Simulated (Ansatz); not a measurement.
# C₄H₃O, SMILES [CH2]C#CC=O: a geometry optimisation

Program: Ansatz's Python interface.

Typed at the interpreter:
```pycon
>>> import warnings
>>> import ansatz as az
>>> import numpy as np
>>> warnings.simplefilter("ignore", az.DeckWarning)
>>> molecule = (
...     az.Crystal.molecule()
...     .atom("C", (2.1061, -0.1602, -0.038))
...     .atom("C", (0.645, -0.0996, -0.0806))
...     .atom("C", (-0.5589, -0.0497, -0.1158))
...     .atom("C", (-1.9921, 0.0103, -0.1578))
...     .atom("O", (-2.6736, -1.0035, 0.1431))
...     .atom("H", (2.4345, -0.4625, 0.9777))
...     .atom("H", (2.5252, 0.838, -0.2803))
...     .atom("H", (-2.4863, 0.9272, -0.4482))
... )
>>> base = molecule.calculation()
>>> base = base.basis(gaussian="def2-SVP")
>>> base = base.functional("cam_b3lyp")
>>> base = base.spin("collinear", total=1)
>>> symbols = [site.symbol for site in molecule.cartesian_sites]
>>> start = np.array([site.position_ang for site in molecule.cartesian_sites], dtype=float)
>>> def progress(event):
...     if event["event"] == "relax_step":
...         row = event["data"]
...         print(f"step {row['step']:3d}  E = {row['lagrangian_ev']:.6f} eV  max force {row['allowed_force_max_ev_ang']:.4f} eV/A")
...
>>> r = base.relax(force_tolerance=0.02).session().plan().execute(on_event=progress).report
step   1  E = -6231.662191 eV  max force 4.0989 eV/A
step   2  E = -6232.188621 eV  max force 2.3955 eV/A
step   3  E = -6231.441807 eV  max force 12.5939 eV/A
step   4  E = -6232.410216 eV  max force 0.6376 eV/A
step   5  E = -6232.452228 eV  max force 0.1679 eV/A
step   6  E = -6232.457879 eV  max force 0.1087 eV/A
step   7  E = -6232.458465 eV  max force 0.1412 eV/A
step   8  E = -6232.458910 eV  max force 0.0372 eV/A
step   9  E = -6232.458990 eV  max force 0.0054 eV/A
>>> end = np.array(r["positions_ang"])
>>> print(f"E = {r['free_energy_ev']:.6f} eV = {r['free_energy_ev'] / 27.211386246:.7f} Ha")
E = -6232.459090 eV = -229.0386470 Ha
>>> print("converged:", r["converged"], " doubts:", r["published_state_doubts"] or "none")
converged: True  doubts: none
>>> print("bond        before    after (A)")
bond        before    after (A)
>>> for i, j in [(0, 1), (0, 5), (0, 6), (1, 2), (2, 3), (3, 4), (3, 7)]:
...     d0, d1 = (np.linalg.norm(xyz[i] - xyz[j]) for xyz in (start, end))
...     print(f"{symbols[i]}{i}-{symbols[j]}{j}".ljust(10), f"{d0:8.4f} {d1:8.4f}")
...
C0-C1        1.4630   1.3603
C0-H5        1.1094   1.0930
C0-H6        1.1094   1.0929
C1-C2        1.2054   1.2344
C2-C3        1.4351   1.4370
C3-O4        1.2581   1.2099
C3-H7        1.0813   1.1152
>>> for i, j, k in [(1, 0, 5), (1, 0, 6), (5, 0, 6), (0, 1, 2), (1, 2, 3), (2, 3, 4), (2, 3, 7), (4, 3, 7)]:
...     u, v = end[i] - end[j], end[k] - end[j]
...     print(f"angle {symbols[i]}{i}-{symbols[j]}{j}-{symbols[k]}{k}: {np.degrees(np.arccos(np.clip(u @ v / np.linalg.norm(u) / np.linalg.norm(v), -1, 1))):.2f} deg")
...
angle C1-C0-H5: 120.70 deg
angle C1-C0-H6: 120.88 deg
angle H5-C0-H6: 118.42 deg
angle C0-C1-C2: 179.51 deg
angle C1-C2-C3: 178.44 deg
angle C2-C3-O4: 124.14 deg
angle C2-C3-H7: 114.59 deg
angle O4-C3-H7: 121.27 deg
```

Caveats:
- The settings weren't tested for convergence.
- The end point is the stationary point reached from this start; no frequency run checks that it is a minimum, and the basis set is modest.
- The species is open-shell (spin multiplicity 2).
- The expectation value of S² is noticeably off S(S+1) in at least one run, so that state is spin-contaminated.
- Run time: 50 s on 1 thread of Arm Neoverse V1 (shared host), peak memory 0.31 GiB.

(Lines on the test bed's own set-up are left out of the output.)
